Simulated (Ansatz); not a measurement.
Tin, beta-Sn (white tin): convergence with cold smearing

Computed with Ansatz, LDA, scalar-relativistic PAW, on the relaxed cell (a = 5.799 Å, c = 3.116 Å (c/a = 0.537); spin not included). Errors count from a run at 420 eV on a Γ-centred 19×19×13 mesh with Fermi-Dirac smearing of 0.1 eV, extrapolated to zero width. Fixed here: cutoff 420 eV, mesh 11×11×8. The SCF starts from atomic densities corrected by a trained network.

| width (eV) | E(σ→0) error (meV/atom) | F error (meV/atom) | P (GPa) | SCF iterations |
| --- | --- | --- | --- | --- |
| 0.01 | -3.6 | -3.6 | -0.03 | 7 |
| 0.03 | -3.6 | -3.6 | -0.02 | 7 |
| 0.1 | -3.8 | -3.7 | -0.01 | 7 |
| 0.2 | -3.6 | -3.1 | -0.06 | 7 |
| 0.3 | -3.2 | -2.3 | -0.09 | 7 |
| 0.6 | -1.7 | 1.3 | -0.16 | 7 |
| 1.0 | 1.9 | 9.7 | -0.18 | 7 |
